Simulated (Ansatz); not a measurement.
# BSiNH+ (quintet): the correlation ladder, def2-QZVPP

An exercise on one series of results from a longer session: the logs are not shown, and one member is left open.

Program: Ansatz 0.2.0, Gaussian basis. Level of theory: def2-QZVPP, core rule «outside noble gas», up to 7 orbitals frozen. These are calculated values, not measurements.

Plan: UHF; ROHF; CCSD(T) on UHF.

### The system

The geometry is a PBE0/def2-TZVP stationary point (not a proven minimum) of the parent state, kept for this charge and spin.

4 atoms, charge 1, spin multiplicity 5.

Atoms are counted from 1 here; the program's logs count them from 0.

Bond lengths: N1–B2 1.323 Å, B2–Si3 1.932 Å, Si3–H4 1.485 Å. Angles: N1–B2–Si3 176.5°, B2–Si3–H4 121.5°.

The first run:

The input, in.yaml:

```yaml
crystal:
  periodic: [false, false, false]
  atoms:
    - {symbol: N, position_ang: [0.000000, 0.051693, 2.035342]}
    - {symbol: B, position_ang: [0.000000, 0.044493, 0.712376]}
    - {symbol: Si, position_ang: [0.000000, -0.083412, -1.214889]}
    - {symbol: H, position_ang: [0.000000, 1.128664, -2.072682]}
basis:
  gaussian: {orbitals: "def2-QZVPP.json"}
total_charge: 1
magnetization: {spin_polarized: true, initial_magnetization: 4}
hamiltonian: {xc: hf}
output: {orbitals: {seedname: orbitals}}
```

Command:

```bash
$ ansatz run in.yaml --threads 1 --pin off --events-out ev --progress --plain --max-ram 2393MiB
```

Among the steps run: UHF; ROHF; CCSD(T) on UHF.

One table of the session follows, with a row left open; its other results are not shown here.

```
  method  from UCCSD(T) (meV)
    ROHF              +8928.4
     UHF                    ?
    UMP2              +1370.6
   UCCSD               +330.6
UCCSD(T)                    0
```

Q: Estimate the row for UHF from the others.

As computed: from UCCSD(T) (meV): +8690.1. In the column «from UCCSD(T) (meV)» it lies between UMP2 (+1370.6) and ROHF (+8928.4).
